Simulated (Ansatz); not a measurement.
# SiH₃F (SMILES F[SiH3]): single points off equilibrium

An exercise on one series of results from a longer session: the logs are not shown, and one member is left open.

Method: single points in def2-TZVPP; program: Ansatz 0.2.0, Gaussian basis.

Cores are frozen in the correlated methods.

### The starting structure

5 atoms, charge 0, spin multiplicity 1.

Atoms are counted from 1 here; the program's logs count them from 0.

Bond lengths: F1–Si2 1.538 Å, Si2–H3 1.251 Å, Si2–H4 1.670 Å, Si2–H5 1.483 Å. Angles: F1–Si2–H3 99.9°, F1–Si2–H4 105.1°, F1–Si2–H5 103.5°, H3–Si2–H4 112.9°, H3–Si2–H5 114.6°, H4–Si2–H5 118.0°.

As a file:

```xyz
5

F    -1.1500    0.2429    0.8220
Si    0.0930    0.0650   -0.0656
H    -0.4515    0.0090   -1.1904
H     0.7611   -1.3916    0.4057
H     0.8738    1.3016    0.1813
```

Set-up of the first run:

Input file run/in.yaml:

```yaml
crystal:
  periodic: [false, false, false]
  atoms:
    - {symbol: F, position_ang: [-1.150000, 0.242900, 0.822000]}
    - {symbol: Si, position_ang: [0.093000, 0.065000, -0.065600]}
    - {symbol: H, position_ang: [-0.451500, 0.009000, -1.190400]}
    - {symbol: H, position_ang: [0.761100, -1.391600, 0.405700]}
    - {symbol: H, position_ang: [0.873800, 1.301600, 0.181300]}
basis:
  gaussian: {orbitals: def2-TZVPP}
correlation: {method: ccsd_t}
output: {forces: true}
```

The command line of these runs was not kept.

Steps of the session up to this table: CCSD(T)/def2-TZVPP; PBE0-D4/def2-TZVPP; wB97M-V/def2-TZVPP; r2SCAN-D4/def2-TZVPP; PBE-D4/def2-TZVPP; SPW92/def2-TZVPP; HSE06-D4/def2-TZVPP.

One of the session's tables, all rows but one given; the rest of the session is left out.

```
   method  RMS force component (eV/Å)  angle to CCSD(T) forces (°)  dipole (D)
  CCSD(T)                       2.864                    reference        1.39
  PBE0-D4                       2.864                          1.2        1.37
  wB97M-V                           ?                            ?           ?
r2SCAN-D4                       2.851                          0.9        1.31
   PBE-D4                       2.919                          4.4        1.27
    SPW92                       2.855                          2.7        1.30
 HSE06-D4                       2.865                          1.2        1.36
```

**Question.** Estimate the row for wB97M-V.

The run gave: RMS force component (eV/Å): 2.842; angle to CCSD(T) forces (°): 1.3; dipole (D): 1.37. In the column «RMS force component (eV/Å)» it is the lowest.
